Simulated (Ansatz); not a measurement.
Relaxation of C₂H₄FNS (9 atoms, charge 0, multiplicity 1), to a largest force component of 0.015 eV/Å in at most 40 steps.

Theory: RKS PBE/6-31G* (Ansatz 0.2.0).

```xyz
9
Properties=species:S:1:pos:R:3
N -0.307 0.593 1.254
C -0.134 -0.488 0.326
S 1.427 -0.501 -0.367
C 0.034 -0.281 -1.161
F -0.308 0.962 -1.681
H -1.247 1.078 1.070
H -0.359 0.306 2.210
H -0.447 -1.430 0.674
H -0.372 -1.047 -1.790
```

Problem. Where does it end, and by what steps?

Solution. It converged. After 18 steps the energy has fallen by 1.296 eV; H6 moved furthest, 0.70 Å.

| step | energy less start (eV) | largest force component (eV/Å) | accepted |
| --- | --- | --- | --- |
| 0 | 0.0000 | 7.579 | yes |
| 1 | -0.7019 | 3.795 | yes |
| 2 | -0.9400 | 1.097 | yes |
| 3 | -0.9721 | 1.331 | yes |
| 4 | -1.0349 | 0.677 | yes |
| 5 | -1.0694 | 0.378 | yes |
| 6 | -1.0908 | 0.230 | yes |
| 7 | -1.0925 | 0.243 | yes |
| 8 | -1.0946 | 0.576 | yes |
| 9 | -1.1174 | 0.271 | yes |
| 10 | -1.1870 | 1.204 | yes |
| 11 | -0.9678 | 3.376 | no |
| 12 | -1.2652 | 0.309 | yes |
| 13 | -1.2903 | 0.212 | yes |
| 14 | -1.2926 | 0.200 | yes |
| 15 | -1.2930 | 0.231 | yes |
| 16 | -1.2955 | 0.039 | yes |
| 17 | -1.2956 | 0.016 | yes |
| 18 | -1.2956 | 0.004 | yes |

```xyz
9
Properties=species:S:1:pos:R:3
N -0.756 0.401 1.202
C -0.181 -0.569 0.381
S 1.612 -0.394 -0.405
C -0.072 -0.288 -1.067
F -0.528 0.964 -1.445
H -0.658 1.341 0.811
H -0.419 0.376 2.167
H -0.344 -1.603 0.704
H -0.367 -1.035 -1.814
```

Whether the end is a true minimum wasn't checked by a vibrational analysis.

The run took 54 s on 1 thread of Arm Neoverse V2, with other jobs on the host, peak memory 0.3 GiB.
